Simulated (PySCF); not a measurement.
Level sweep

Species: formaldoxime, CH3NO.
Bonds: C1–N2 (double), N2–O3. Hydrogens: H4, H5 on C1; H6 on O3.

PySCF, dipoles from the SCF density, polarisabilities from static response with core orbitals frozen. Geometry: PBE0-D3(BJ)/def2-SVP, one conformer, isolated molecule.

The anisotropy is √(½[(α1 − α2)² + (α2 − α3)² + (α3 − α1)²]).

```json
{"level": "LDA/def2-SVPD", "μ (D)": "0.170", "α (Å³)": "4.33", "anisotropy (Å³)": "2.75"}
{"level": "PBE/def2-SVPD", "μ (D)": "0.148", "α (Å³)": "4.30", "anisotropy (Å³)": "2.77"}
{"level": "B3LYP/def2-SVPD", "μ (D)": "0.211", "α (Å³)": "4.18", "anisotropy (Å³)": "2.72"}
{"level": "PBE0/def2-SVPD", "μ (D)": "0.207", "α (Å³)": "4.12", "anisotropy (Å³)": "2.67"}
{"level": "BHandHLYP/def2-SVPD", "μ (D)": "0.339", "α (Å³)": "4.02", "anisotropy (Å³)": "2.65"}
{"level": "CAM-B3LYP/def2-SVPD", "μ (D)": "0.276", "α (Å³)": "4.12", "anisotropy (Å³)": "2.66"}
{"level": "wB97X-D/def2-SVPD", "μ (D)": "0.273", "α (Å³)": "4.12", "anisotropy (Å³)": "2.61"}
{"level": "LC-wPBE/def2-SVPD", "μ (D)": "0.299", "α (Å³)": "4.03", "anisotropy (Å³)": "2.58"}
{"level": "HF/def2-SVPD", "μ (D)": "0.501", "α (Å³)": "3.91", "anisotropy (Å³)": "2.66"}
```

The dipole runs from 0.15 D (PBE/def2-SVPD) to 0.50 D (HF/def2-SVPD). In one basis (def2-SVPD) the functionals order the polarisability from HF (lowest) to LDA (highest), a spread of 11%.
